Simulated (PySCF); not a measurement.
# A diatomic session: SiO+

What are the lowest state that PBE0 finds, the bond length, vibrational wavenumber and bond energy of SiO+, and how much do these hang on the method?

Method: Si 6-311G(d,p), O 6-311G(d,p), no relativity; program: PySCF 2.14.0.

### 1 The job

The job is set up so:

| Item | Value |
| --- | --- |
| atoms | Si, O |
| charge | 1 |
| basis | Si 6-311G(d,p), O 6-311G(d,p) |
| Hamiltonian | no relativity |
| basis functions | 44 |
| electrons treated | 21 |
| masses in u | 27.9769, 15.9949 |
| levels | PBE0, PBE, r²SCAN, BP86, M06-2X, B97-3, LC-ωPBE, HF, MP2, SCS-MP2, CCSD, CCSD(T) |
| grid | 80 radial by 434 angular points |
| occupations | held fixed by the projection of orbital angular momentum |
| dissociation limit | Si+ + O, each in its ground configuration |
| starting distance in angstrom | 1.815 |
| values of 2S to try | 1, 3 |

Launch:

```
$ OMP_NUM_THREADS=1 python dia.py task.json out
```

Further steps of the session: PBE0 along the bond; Other states along the same grid; PBE (GGA); r²SCAN (meta-GGA); BP86 (GGA); M06-2X; B97-3; LC-ωPBE (range-separated hybrid); UHF (mean field); Correlated methods on the Hartree–Fock reference.

Before running it: what results should come out? Wanted: for each run, Re; ωe; De; μ.

As calculated:

Lowest PBE0 solution found, without spin–orbit coupling: ²Σ⁺ (doublet), unpaired electrons σ ↑. State 2 has its PBE0 minimum 0.14 eV higher. State 3 has its PBE0 minimum 3.70 eV higher. The other levels ran on the lowest alone.

```
      level  Re (Å)  ωe (cm⁻¹)  De (eV)  μ (D)
   UHF-CCSD   1.532       1154     3.82    n/a
UHF-CCSD(T)   1.537       1135     4.09    n/a
        PBE   1.537       1140     5.17  -4.31
       BP86   1.537       1136     5.14  -4.32
     r²SCAN   1.524       1169     4.84  -4.47
       PBE0   1.524       1154     4.41  -4.44
      B97-3   1.525       1154     4.44  -4.49
     M06-2X   1.519       1147     4.36  -4.79
    LC-ωPBE   1.515       1165     4.33  -4.61
```

De is counted to Si+ + O in their ground configurations. A positive dipole points from Si to O; in an ion it is taken about the centre of mass and does not tell which atom is negative. No constants: UHF (the points don't follow one smooth fit); UHF-MP2 (the points don't follow one smooth fit); UHF-SCS-MP2 (the points don't follow one smooth fit).

**Reading.** The methods spread over 0.022 Å in bond length, from LC-ωPBE to BP86. Of the levels with a De here, UHF-CCSD gives the least (3.82 eV) and PBE the most (5.17 eV).

Correlated steps freeze 6 core orbitals. T1 is 0.079 near the minimum (highest on the curve 0.080), which may point to more than one leading configuration.
